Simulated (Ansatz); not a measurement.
# BFH3N: the cost of one run

All numbers below are computed with Ansatz 0.2.0 (RKS PBE0-D4/def2-SVP).

## (1) Starting point

Bond lengths: B1–N3 1.750 Å, N3–H4 1.060 Å, N3–H5 1.060 Å, B1–F6 1.320 Å. Angles: B1–N3–H4 114.3°, B1–N3–H5 113.3°, H4–N3–H5 120.0°, N3–B1–F6 156.2°.

Structure file:

```xyz
6

B     0.0000    0.0000    0.0000
H     0.6850    0.0000    1.2095
N     1.7396    0.0000    0.1903
H     2.2062   -0.9179   -0.0615
H     2.1910    0.9179   -0.0879
F    -1.1431    0.0000   -0.6600
```

## (2) Pulling towards end A

Springs on the bonds that form and break draw the guess towards this end; the thresholds are loose.

The input, input.yaml:

```yaml
crystal:
  periodic: [false, false, false]
  atoms:
    - { symbol: B, position_ang: [0.0, 0.0, 0.0] }
    - { symbol: H, position_ang: [0.685, 0.0, 1.2095] }
    - { symbol: "N", position_ang: [1.7396, 0.0, 0.1903] }
    - { symbol: H, position_ang: [2.2062, -0.9179, -0.0615] }
    - { symbol: H, position_ang: [2.191, 0.9179, -0.0879] }
    - { symbol: F, position_ang: [-1.1431, 0.0, -0.66] }
basis:
  gaussian: { orbitals: def2-SVP }
hamiltonian:
  xc: pbe0
  dispersion: d4
relax:
  f_tol: 0.15
  max_steps: 25
  restrain:
    - { distance: [1, 2], at: 2.26, k: 30.0 }
    - { distance: [0, 1], at: 1.19, k: 30.0 }
    - { distance: [0, 2], at: 1.55, k: 30.0 }
output:
  orbitals: {}
```

Launch:

```bash
$ ansatz run input.yaml --threads 1 --pin off --max-ram 2048MiB --backend cpu --events-out ev --progress --plain --runs-dir out
```

Q: Estimate wall time and peak memory on 1 thread of AMD EPYC 7R43 (Zen 3), shared host.

About 20 s, with a peak of 0.14 GiB.
